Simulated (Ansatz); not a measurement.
# CH4BCl: a ladder of functionals and wavefunction methods

One table from this session's results is given with a row withheld; the runs are named, their logs left out.

Method: functionals in def2-TZVPP, the program's frozen cores in correlated methods; program: Ansatz 0.2.0, Gaussian basis.

Levels to be run: LDA (SPW92), PBE-D4, revPBE-D4, BLYP-D4, r2SCAN-D4, B97M-V, PBE0-D4, B3LYP-D4, r2SCANh-D4, r2SCAN0-D4, HSE06-D4, BHLYP-D4, CAM-B3LYP-D4, LC-ωPBE, ωB97X-V, ωB97M-V, B2PLYP, PBE-QIDH; CCSD(T)/def2-SVP; CCSD(T)/def2-TZVPP; MP2/def2-QZVPP; extrapolation to the limit; RPA on PBE.

## Structure used throughout

All runs share one geometry, relaxed beforehand with PBE0-D4 in a triple-zeta def2 set.

SMILES `CBCl`, 7 atoms, charge 0, spin multiplicity 1.

Atoms are counted from 1 here; the program's logs count them from 0.

Bond lengths: C1–B2 1.548 Å, C1–H4 1.090 Å, C1–H5 1.097 Å, C1–H6 1.097 Å, B2–Cl3 1.750 Å, B2–H7 1.194 Å. Angles: B2–C1–H4 114.9°, B2–C1–H5 109.5°, B2–C1–H6 108.9°, H4–C1–H5 109.3°, H4–C1–H6 109.0°, H5–C1–H6 104.9°, C1–B2–Cl3 121.7°, C1–B2–H7 122.7°, Cl3–B2–H7 115.6°.

Set-up of the first run:

in.yaml

```yaml
crystal:
  periodic: [false, false, false]
  atoms:
    - {symbol: C, position_ang: [-0.618498, 0.323339, -0.126777]}
    - {symbol: B, position_ang: [0.777553, -0.313909, 0.078179]}
    - {symbol: Cl, position_ang: [0.975450, -1.856932, 0.880377]}
    - {symbol: H, position_ang: [-1.454008, -0.273979, 0.237832]}
    - {symbol: H, position_ang: [-0.767479, 0.541838, -1.190977]}
    - {symbol: H, position_ang: [-0.637635, 1.302881, 0.367453]}
    - {symbol: H, position_ang: [1.785817, 0.208761, -0.291688]}
basis:
  gaussian: {orbitals: def2-TZVPP}
hamiltonian: {xc: lda}
output: {orbitals: {seedname: orbitals}}
```

Steps of the session up to this table: LDA; PBE-D4 (GGA); revPBE-D4 (GGA); BLYP-D4 (GGA); r2SCAN-D4 (meta-GGA); B97M-V (meta-GGA); PBE0-D4 (hybrid); B3LYP-D4 (hybrid); r2SCANh-D4 (hybrid); r2SCAN0-D4 (hybrid); HSE06-D4 (hybrid); BHLYP-D4 (hybrid); CAM-B3LYP-D4 (range-separated); LC-ωPBE-D4 (range-separated; the results give it without D4); ωB97X-V (range-separated); ωB97M-V (range-separated); B2PLYP (double hybrid); PBE-QIDH (double hybrid).

One of the session's tables, all rows but one given; the rest of the session is left out.

It belongs to the step «Frontier levels by functional». 

```
  functional  HOMO (eV)  gap (eV)
 LDA (SPW92)      -7.14      4.70
      PBE-D4      -7.05      4.86
   revPBE-D4      -7.01      4.93
     BLYP-D4      -6.93      4.91
   r2SCAN-D4      -7.35      5.54
      B97M-V      -7.46      5.65
     PBE0-D4      -8.43      7.25
    B3LYP-D4      -8.20      6.81
  r2SCANh-D4      -7.86      6.39
  r2SCAN0-D4      -8.63      7.67
    HSE06-D4      -8.03      6.46
    BHLYP-D4      -9.72      9.63
CAM-B3LYP-D4      -9.84      9.80
     LC-ωPBE          ?         ?
     ωB97X-V     -10.87     11.94
     ωB97M-V     -10.72     11.57
```

**Question.** Estimate the row for LC-ωPBE.

**Answer.** HOMO (eV): -11.24; gap (eV): 12.38. In the column «HOMO (eV)» it is the lowest.
